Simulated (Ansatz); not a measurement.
# C2H4ClN: the cost of one run

All numbers below are computed with Ansatz 0.2.0 (RKS CAM-B3LYP/def2-SVP).

## (1) The starting structure

Bond lengths: C1–N2 1.404 Å, N2–C3 1.297 Å, C3–Cl4 1.732 Å, C1–H5 1.149 Å, C1–H6 1.138 Å, C1–H7 1.104 Å, C3–H8 1.066 Å. Angles: C1–N2–C3 114.7°, N2–C1–H5 114.9°, N2–C1–H6 111.7°, N2–C1–H7 113.7°, H5–C1–H6 103.1°, H5–C1–H7 106.4°, H6–C1–H7 106.0°, N2–C3–Cl4 115.0°, N2–C3–H8 124.5°, Cl4–C3–H8 120.0°.

Structure file:

```xyz
8

C     0.0660    1.0013    0.2655
N     0.3610   -0.3325    0.5880
C    -0.0516   -1.2038   -0.2794
Cl    0.4201   -2.8393    0.0431
H    -0.5268    1.1444   -0.7079
H    -0.6027    1.4851    1.0487
H     0.9578    1.6469    0.1858
H    -0.5316   -0.9592   -1.1996
```

## (2) Relaxing end A

input.yaml

```yaml
crystal:
  periodic: [false, false, false]
  atoms:
    - { symbol: C, position_ang: [0.066, 1.0013, 0.2655] }
    - { symbol: "N", position_ang: [0.361, -0.3325, 0.588] }
    - { symbol: C, position_ang: [-0.0516, -1.2038, -0.2794] }
    - { symbol: Cl, position_ang: [0.4201, -2.8393, 0.0431] }
    - { symbol: H, position_ang: [-0.5268, 1.1444, -0.7079] }
    - { symbol: H, position_ang: [-0.6027, 1.4851, 1.0487] }
    - { symbol: H, position_ang: [0.9578, 1.6469, 0.1858] }
    - { symbol: H, position_ang: [-0.5316, -0.9592, -1.1996] }
basis:
  gaussian: { orbitals: def2-SVP }
hamiltonian:
  xc: cam_b3lyp
relax:
  f_tol: 0.02
  max_steps: 50
```

Launch:

```console
$ ansatz run input.yaml --threads 2 --pin off --max-ram 3072MiB --backend cpu --events-out ev --progress --plain --runs-dir out
```

**Question.** How long does this run take on 2 threads of AMD EPYC 9R45 (Zen 5), shared host, and how much memory does it need?

About 6.5 s, with a peak of 0.19 GiB.
